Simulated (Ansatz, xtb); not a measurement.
C4H8Cl2: which of two isomers lies lower

Structure I is `C[C@H](Cl)CCCl`, a singlet and structure II is `CC(CCl)CCl`, a singlet. Both are isolated molecules in the gas phase, relaxed with PBE-D3(BJ)/def2-SVP; each stands in its lowest conformer found.

Energies in hartree; the thermal terms are from GFN2-xTB frequencies at re-optimised GFN2-xTB minima (ideal gas, soft modes damped towards free rotors, one conformer each, 298.15 K, 1 atm) and include the zero-point energy:

```
                               I            II
E, CCSD(T)/def2-SVP  −1075.674531  −1075.672249
    E, MP2/def2-SVP  −1075.575323  −1075.573212
  E, MP2/def2-TZVPP  −1076.298446  −1076.296391
  zero-point energy      0.111821      0.111923
       H(298 K) − E      0.120317      0.120386
       G(298 K) − E      0.078966      0.079146
```

Q: Correct the CCSD(T) difference for the basis set by the MP2 change, then work out ΔE, ΔE₀, ΔH and ΔG for I → II in kJ/mol (1 Eh = 2625.50 kJ/mol) and the equilibrium ratio [II]/[I].

A: 1. Differences II − I: CCSD(T) +0.002282, MP2 in the small set +0.002111, MP2 in the large set +0.002055 Eh.
2. ΔE = +0.002282 + (+0.002055 − (+0.002111)) = +0.002226 Eh = +5.84 kJ/mol.
3. ΔE₀ = ΔE + ΔZPE = +0.002226 + (+0.000102) Eh = +6.11 kJ/mol.
4. ΔH = ΔE + (+0.000069) Eh = +6.03 kJ/mol.
5. ΔG = ΔE + (+0.000180) Eh = +6.32 kJ/mol, so ΔS = (ΔH − ΔG)/T = −1.0 J/(mol K).
6. kT = 0.9442 mEh, so K = [II]/[I] = exp(−ΔG/kT) = exp(−2.55) ≈ 0.078.

Structure I is favoured at this temperature. An error of 4 kJ/mol in ΔG would change K by a factor of 5. Mirror images and further conformers aren't counted.

As drawn, both hold the same kinds of bond in the same numbers.

Other levels gave ΔE = +7.3 (GFN2-xTB); +7.3 (HF/STO-3G, GFN2-xTB geometries); +8.2 (r2SCAN-D4/def2-SVP, GFN2-xTB geometries); +7.3 (PBE-D3(BJ)/def2-SVP); +9.2 (HF/def2-SVP); +5.5 (MP2/def2-SVP); +6.0 (CCSD(T)/def2-SVP) kJ/mol. The correlated steps freeze 14 core orbitals. Programs: Ansatz 0.2.0, xtb 6.7.1.
